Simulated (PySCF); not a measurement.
PySCF input (MN15/def2-TZVPD):

```python
from pyscf import gto, scf, dft

mol = gto.M(
    atom='''
    C    -0.97165697   -0.65156654   -0.00520927
    C     0.00620844    0.49447777    0.00506174
    H    -0.45337239   -1.61395950   -0.01586483
    H    -1.61078508   -0.57064172    0.87489567
    H    -1.61344761   -0.55262858   -0.88152790
    O     1.18378704    0.45997030    0.00292278
    ''',
    basis='def2-tzvpd',
    charge=0,
    spin=1,
    verbose=4,
)

mf = dft.UKS(mol, xc='mn15').density_fit(auxbasis='def2-universal-jkfit')
mf.grids.level = 4
mf.conv_tol = 1e-9
mf.max_cycle = 100
mf.max_memory = 1500
mf.kernel()
if not mf.converged:
    mf = mf.newton()
    mf.kernel(mf.make_rdm1())
for _ in range(2):
    mo, _, stable, _ = mf.stability(return_status=True)
    if stable:
        break
    mf.kernel(mf.make_rdm1(mo, mf.mo_occ))
mf.analyze()
```

Output:

```
PySCF version 2.14.0

[INPUT] verbose = 4
[INPUT] num. atoms = 6
[INPUT] num. electrons = 23
[INPUT] charge = 0
[INPUT] spin (= nelec alpha-beta = 2S) = 1
[INPUT] symmetry False subgroup None
[INPUT] Mole.unit = angstrom
[INPUT] Symbol           X                Y                Z      unit          X                Y                Z       unit  Magmom
[INPUT]  1 C     -0.971656970000  -0.651566540000  -0.005209270000 AA   -1.836165560325  -1.231282312530  -0.009844093609 Bohr   0.0
[INPUT]  2 C      0.006208440000   0.494477770000   0.005061740000 AA    0.011732251261   0.934427559986   0.009565302314 Bohr   0.0
[INPUT]  3 H     -0.453372390000  -1.613959500000  -0.015864830000 AA   -0.856749649539  -3.049941431140  -0.029980183713 Bohr   0.0
[INPUT]  4 H     -1.610785080000  -0.570641720000   0.874895670000 AA   -3.043942646736  -1.078356566051   1.653313203868 Bohr   0.0
[INPUT]  5 H     -1.613447610000  -0.552628580000  -0.881527900000 AA   -3.048974099234  -1.044316664807  -1.665846302163 Bohr   0.0
[INPUT]  6 O      1.183787040000   0.459970300000   0.002922780000 AA    2.237033295410   0.869217892434   0.005523253722 Bohr   0.0

nuclear repulsion = 63.0900176281905
number of shells = 55
number of NR pGTOs = 192
number of NR cGTOs = 141
basis = def2-tzvpd
ecp = {}

******** <class 'pyscf.df.df_jk.DFUKS'> ********
method = DFUKS
initial guess = minao
damping factor = 0
level_shift factor = 0
DIIS = <class 'pyscf.scf.diis.CDIIS'>
diis_start_cycle = 1
diis_space = 8
diis_damp = 0
SCF conv_tol = 1e-09
SCF conv_tol_grad = None
SCF max_cycles = 100
direct_scf = False
number electrons alpha = 12  beta = 11
XC library pyscf.dft.libxc version 7.1.2
    S. Lehtola, C. Steigemann, M. J. T. Oliveira, and M. A. L. Marques,  SoftwareX 7, 1–5 (2018)
XC functionals = mn15
    H. S. Yu, X. He, S. L. Li, and D. G. Truhlar,  Chem. Sci. 7, 5032–5051 (2016)
    H. S. Yu, X. He, S. L. Li, and D. G. Truhlar,  Chem. Sci. 7, 5032–5051 (2016)
radial grids:
    Treutler-Ahlrichs [JCP 102, 346 (1995); DOI:10.1063/1.469408] (M4) radial grids

becke partition: Becke, JCP 88, 2547 (1988); DOI:10.1063/1.454033
pruning grids: <function nwchem_prune>
grids dens level: 4
symmetrized grids: False
atomic radii adjust function: <function treutler_atomic_radii_adjust>
small_rho_cutoff = 0
Set gradient conv threshold to 3.16228e-05
tot grids = 132600
******** <class 'pyscf.df.df.DF'> ********
auxbasis = def2-universal-jkfit
init E= -153.310468014264
  alpha nocc = 12  HOMO = -0.155145651238474  LUMO = -0.058898989092917
  beta  nocc = 11  HOMO = -0.42857388310205  LUMO = -0.155145651238477

[...]
  beta  nocc = 11  HOMO = -0.406566962350986  LUMO = -0.0395839834535749
  HOMO = -0.232832776965  LUMO = -0.0395839834536  gap/eV = 5.25857
Extra cycle  E= -153.062603956188  delta_E= 9.05e-11  |g|= 2.29e-05  |ddm|= 4.39e-05
converged SCF energy = -153.062603956188  <S^2> = 0.75248612  2S+1 = 2.0024846
uhf_internal: lowest eigs of H = [0.16608316 0.3525713  0.38625223]
<class 'pyscf.df.df_jk.DFUKS'> wavefunction is stable in the internal stability analysis
**** SCF Summaries ****
Total Energy =                        -153.062603956187786
Nuclear Repulsion Energy =              63.090017628190537
One-electron Energy =                 -332.044126222648629
Two-electron Energy =                  115.891504638270305
Two-electron Coulomb Energy =          136.173369891013749
DFT Exchange-Correlation Energy =      -20.281865252743451
HOMO-LUMO gap [eV] =                     5.258567518141294
**** MO energy ****
                             alpha | beta                alpha | beta
MO #1   energy= -18.8602992429092  | -18.8547735916573  occ= 1 | 1
MO #2   energy= -10.1414221129683  | -10.1356732246493  occ= 1 | 1
MO #3   energy= -10.0751453254451  | -10.0738593167271  occ= 1 | 1
MO #4   energy= -1.1333510337685   | -1.11974948648221  occ= 1 | 1
MO #5   energy= -0.814669089698924 | -0.802307369823492 occ= 1 | 1
MO #6   energy= -0.594002866908227 | -0.575699796340341 occ= 1 | 1
MO #7   energy= -0.522899012951593 | -0.504738228238354 occ= 1 | 1
MO #8   energy= -0.514397458222301 | -0.49773273637315  occ= 1 | 1
MO #9   energy= -0.510459531446337 | -0.495203459658615 occ= 1 | 1
MO #10  energy= -0.440145477211527 | -0.435603348646122 occ= 1 | 1
MO #11  energy= -0.43837550887177  | -0.406566962350986 occ= 1 | 1
MO #12  energy= -0.232832776965097 | -0.0395839834535749 occ= 1 | 0
MO #13  energy= 0.00095113312114492 | 0.0195288817079273 occ= 0 | 0
MO #14  energy= 0.0526483529988653 | 0.0605163929415724 occ= 0 | 0
MO #15  energy= 0.0832758730198044 | 0.0921925879734778 occ= 0 | 0
MO #16  energy= 0.103890528987809  | 0.110569067278114  occ= 0 | 0
MO #17  energy= 0.106080745893295  | 0.112539256551257  occ= 0 | 0
MO #18  energy= 0.126221734650109  | 0.129704024767813  occ= 0 | 0
MO #19  energy= 0.135612744377738  | 0.137795973424033  occ= 0 | 0
MO #20  energy= 0.138103696048978  | 0.14863836877747   occ= 0 | 0
MO #21  energy= 0.1557642333305    | 0.161809150284694  occ= 0 | 0
MO #22  energy= 0.174646180740222  | 0.178999631432493  occ= 0 | 0
MO #23  energy= 0.199422173474202  | 0.20303073195784   occ= 0 | 0
MO #24  energy= 0.208837456484419  | 0.212249943910424  occ= 0 | 0
MO #25  energy= 0.255034138049188  | 0.267832424786456  occ= 0 | 0
MO #26  energy= 0.268695534059165  | 0.269599777425609  occ= 0 | 0
MO #27  energy= 0.270135621269979  | 0.273005238903409  occ= 0 | 0
MO #28  energy= 0.286736411008383  | 0.298057678902043  occ= 0 | 0
MO #29  energy= 0.287011831964225  | 0.300273967664807  occ= 0 | 0
MO #30  energy= 0.302941367010602  | 0.302508544231372  occ= 0 | 0
MO #31  energy= 0.315582626419302  | 0.322343716586028  occ= 0 | 0
MO #32  energy= 0.321519526183075  | 0.327041010053252  occ= 0 | 0
MO #33  energy= 0.337470072283827  | 0.340805588408331  occ= 0 | 0
MO #34  energy= 0.33798102294508   | 0.344405108120249  occ= 0 | 0
MO #35  energy= 0.35114906846595   | 0.365164757841842  occ= 0 | 0
MO #36  energy= 0.369845723379457  | 0.37092596794306   occ= 0 | 0
MO #37  energy= 0.390124210164538  | 0.404128273751231  occ= 0 | 0
MO #38  energy= 0.406884993616903  | 0.415557460184655  occ= 0 | 0
MO #39  energy= 0.418877426595735  | 0.428304992170507  occ= 0 | 0
MO #40  energy= 0.438079634372158  | 0.43950098652325   occ= 0 | 0
MO #41  energy= 0.438673734766546  | 0.441257432309831  occ= 0 | 0
MO #42  energy= 0.452794511287684  | 0.46199929929787   occ= 0 | 0
MO #43  energy= 0.46262140393149   | 0.463363297797471  occ= 0 | 0
MO #44  energy= 0.476250596505728  | 0.486347507567602  occ= 0 | 0
MO #45  energy= 0.482740756640505  | 0.490333741611575  occ= 0 | 0
MO #46  energy= 0.522176291461625  | 0.530573548938266  occ= 0 | 0
MO #47  energy= 0.536743402235547  | 0.544083081771934  occ= 0 | 0
MO #48  energy= 0.579951673702427  | 0.58058943450893   occ= 0 | 0
MO #49  energy= 0.588076993840847  | 0.592790921527185  occ= 0 | 0
MO #50  energy= 0.592686167765629  | 0.598240054707286  occ= 0 | 0
MO #51  energy= 0.619798494945856  | 0.62041569917796   occ= 0 | 0
MO #52  energy= 0.632966624956421  | 0.636616809243215  occ= 0 | 0
MO #53  energy= 0.646089846316458  | 0.65623706985857   occ= 0 | 0
MO #54  energy= 0.697240972436104  | 0.705058322370282  occ= 0 | 0
MO #55  energy= 0.713389654477938  | 0.714515197970189  occ= 0 | 0
MO #56  energy= 0.733823105339873  | 0.733482988241277  occ= 0 | 0
MO #57  energy= 0.741749258285645  | 0.743814704799553  occ= 0 | 0
MO #58  energy= 0.766753982765827  | 0.769461834205934  occ= 0 | 0
MO #59  energy= 0.800221444681419  | 0.807549622893649  occ= 0 | 0
MO #60  energy= 0.886944120805621  | 0.888477781916075  occ= 0 | 0
MO #61  energy= 0.894069741341558  | 0.896982818921225  occ= 0 | 0
MO #62  energy= 0.907538391676381  | 0.919390077405086  occ= 0 | 0
MO #63  energy= 0.919926792163025  | 0.930314795800524  occ= 0 | 0
MO #64  energy= 0.979597346615975  | 0.999290362152809  occ= 0 | 0
MO #65  energy= 1.03288378366657   | 1.04217284340474   occ= 0 | 0
MO #66  energy= 1.07259370848764   | 1.09116313176141   occ= 0 | 0
MO #67  energy= 1.14098324476334   | 1.14479963049441   occ= 0 | 0
MO #68  energy= 1.16421519282871   | 1.1734529198276    occ= 0 | 0
MO #69  energy= 1.18949140536774   | 1.1939735247321    occ= 0 | 0
MO #70  energy= 1.195631580396     | 1.21485950755641   occ= 0 | 0
MO #71  energy= 1.21967752717034   | 1.23097877153395   occ= 0 | 0
MO #72  energy= 1.37022996330703   | 1.39200548955183   occ= 0 | 0
MO #73  energy= 1.42797298444066   | 1.46645535377739   occ= 0 | 0
MO #74  energy= 1.6001188115532    | 1.59747896146249   occ= 0 | 0
MO #75  energy= 1.62679978339863   | 1.64225255165078   occ= 0 | 0
MO #76  energy= 1.64672978677208   | 1.71339737658459   occ= 0 | 0
MO #77  energy= 1.75158825399686   | 1.75750077111583   occ= 0 | 0
MO #78  energy= 1.75620526332244   | 1.76509451442544   occ= 0 | 0
MO #79  energy= 1.77705889380511   | 1.78448135258987   occ= 0 | 0
MO #80  energy= 1.78437766808783   | 1.79063400886973   occ= 0 | 0
MO #81  energy= 1.80430459347421   | 1.80793950870411   occ= 0 | 0
MO #82  energy= 1.82403039897589   | 1.83250959751217   occ= 0 | 0
MO #83  energy= 1.9410905931361    | 1.94518088343636   occ= 0 | 0
MO #84  energy= 1.98879602849694   | 1.99754614626287   occ= 0 | 0
MO #85  energy= 2.0069753505496    | 2.01392679547556   occ= 0 | 0
MO #86  energy= 2.0624972418066    | 2.07783549834483   occ= 0 | 0
MO #87  energy= 2.07397746166061   | 2.08150361762072   occ= 0 | 0
MO #88  energy= 2.20355994101205   | 2.20689288586439   occ= 0 | 0
MO #89  energy= 2.23962532814228   | 2.23337810988      occ= 0 | 0
MO #90  energy= 2.31102354414662   | 2.32277788339555   occ= 0 | 0
MO #91  energy= 2.34168413483482   | 2.35160231992177   occ= 0 | 0
MO #92  energy= 2.39127178373846   | 2.40344282668152   occ= 0 | 0
MO #93  energy= 2.40472297732849   | 2.41968490568886   occ= 0 | 0
MO #94  energy= 2.44877836126584   | 2.44428183438701   occ= 0 | 0
MO #95  energy= 2.58591281213198   | 2.60345386722018   occ= 0 | 0
MO #96  energy= 2.60476627817029   | 2.60566188948096   occ= 0 | 0
MO #97  energy= 2.64615998534131   | 2.65048015617299   occ= 0 | 0
MO #98  energy= 2.6592584731666    | 2.68129842819876   occ= 0 | 0
MO #99  energy= 2.7614139060032    | 2.77319837229167   occ= 0 | 0
MO #100 energy= 2.80063027409401   | 2.81526502007706   occ= 0 | 0
MO #101 energy= 2.80901090164157   | 2.8396447775839    occ= 0 | 0
MO #102 energy= 2.92430599577942   | 2.94707416377911   occ= 0 | 0
MO #103 energy= 2.9854929729399    | 3.01446208438769   occ= 0 | 0
MO #104 energy= 3.00005451682818   | 3.02744619295957   occ= 0 | 0
[...]
```

It need not be the lowest isomer of its formula.
